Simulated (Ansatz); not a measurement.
For α-phase Ga, PBEsol (Ansatz, a first-principles code, PAW) gives:

- volume per atom = 19.06 Å³/atom
- bulk modulus B0 = 60.6 GPa
- cohesive energy = 3.07 eV/atom

Task: What does r²SCAN+rVV10 (PAW; Ansatz) give for the same quantities?

Result: 
- equilibrium volume per atom: 18.93 Å³/atom (falls by 0.7 %)
- bulk modulus: 66.8 GPa (increases by 10 %)
- cohesive energy: 3.03 eV/atom (falls by 0.04 eV/atom)

For comparison: cohesive energy 2.81 eV/atom (measured, 0 K, copied from a table, unchecked, 0 K, 1 atm; zero-point vibration energy not added; as tabulated in Kittel's textbook).

Changes are worked out from the printed values.

Unless a cell is named, each level is at its own relaxed cell (PBEsol 19.06, r²SCAN+rVV10 18.93 Å³/atom).

Ansatz's density-functional and Hartree–Fock values are scalar-relativistic unless marked +SOC, with PAW data made under PBE.
